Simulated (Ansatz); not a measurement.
# BSiNH+ (quintet): wave-function methods side by side, def2-QZVPP

An exercise on one series of results from a longer session: the logs are not shown, and one member is left open.

Program: Ansatz 0.2.0, Gaussian basis. Level of theory: def2-QZVPP, core rule «outside noble gas», up to 7 orbitals frozen. These are calculated values, not measurements.

Plan: UHF; ROHF; CCSD(T) on UHF.

5 further runs of the same task are left out: 1 that didn't finish, 4 set aside as unsound or not needed. Runs told in other sessions of the task aren't counted.

## The geometry

The geometry is a PBE0/def2-TZVP stationary point (not a proven minimum) of the parent state, kept for this charge and spin.

4 atoms, charge 1, spin multiplicity 5.

Atoms are counted from 1 here; the program's logs count them from 0.

Bond lengths: B1–Si2 1.824 Å, Si2–N3 1.538 Å, N3–H4 0.996 Å. Angles: B1–Si2–N3 173.5°, Si2–N3–H4 161.9°.

The first run:

File in.yaml:

```yaml
crystal:
  periodic: [false, false, false]
  atoms:
    - {symbol: B, position_ang: [0.000000, -0.062553, 2.375794]}
    - {symbol: Si, position_ang: [0.000010, 0.013734, 0.552939]}
    - {symbol: N, position_ang: [0.000006, -0.096050, -0.981036]}
    - {symbol: H, position_ang: [-0.000016, 0.144869, -1.947698]}
basis:
  gaussian: {orbitals: "def2-QZVPP.json"}
total_charge: 1
magnetization: {spin_polarized: true, initial_magnetization: 4}
hamiltonian: {xc: hf}
output: {orbitals: {seedname: orbitals}}
```

On the command line:

```
> ansatz run in.yaml --threads 1 --pin off --events-out ev --progress --plain --max-ram 2393MiB
```

Among the steps run: UHF; ROHF; CCSD(T) on UHF.

One of the session's tables, all rows but one given; the rest of the session is left out.

| method | from UCCSD(T) (kcal/mol) |
| --- | --- |
| ROHF | +218.63 |
| UHF | +213.75 |
| UMP2 | ? |
| UCCSD | +9.21 |
| UCCSD(T) | 0 |

Estimate the missing values for UMP2.

The run gave: from UCCSD(T) (kcal/mol): +27.40. In the column «from UCCSD(T) (kcal/mol)» it lies between UCCSD (+9.21) and UHF (+213.75).
